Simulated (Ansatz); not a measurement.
A made-up structure of CH2ClSi (charge +1), singlet:

```
5
angstrom
Si 1.1865 -1.9378 1.0854
C 0.4523 -0.7389 0.4138
Cl -0.3533 0.5770 -0.3232
H -1.2082 0.2381 -1.2840
H -0.0224 1.7718 0.1583
```

It is relaxed with PBE-D4/def2-SVP and then PBE0-D4/def2-TZVP (Ansatz 0.2.0). Atoms count as bonded within 1.22 times the sum of their covalent radii (H–H: 0.88 Å). The end point is not checked to be a true minimum.

(1) Does its bonding change? (A judgement: the text doesn't fix the answer.)

## Answers

(1) By the calculation: No: no bond forms or breaks.

Where it ends: The first stage lowers the energy by 2.16 eV in 9 steps. It ends as CH₂ClSi ([Si][C][ClH2]), total charge +1:
| atom | x (Å) | y (Å) | z (Å) |
| --- | --- | --- | --- |
| Si1 | 1.1436 | -1.9963 | 1.1828 |
| C2 | 0.4361 | -0.6953 | 0.3808 |
| Cl3 | 0.0438 | 0.4855 | -0.5524 |
| H4 | -1.2489 | 0.4572 | -1.0456 |
| H5 | -0.3196 | 1.6592 | 0.0846 |

Labels in which every atom is bracketed show which atoms are joined, not bond orders.

For scale, one of the runs: PBE0-D4/def2-TZVP relaxation, 117 basis functions, launched by `ansatz run in.yaml --threads 2 --pin off --events-out ev --progress --plain --max-ram 4352MiB`. The run took about 19 s on 2 CPU threads of an Arm Neoverse V1 (shared host).
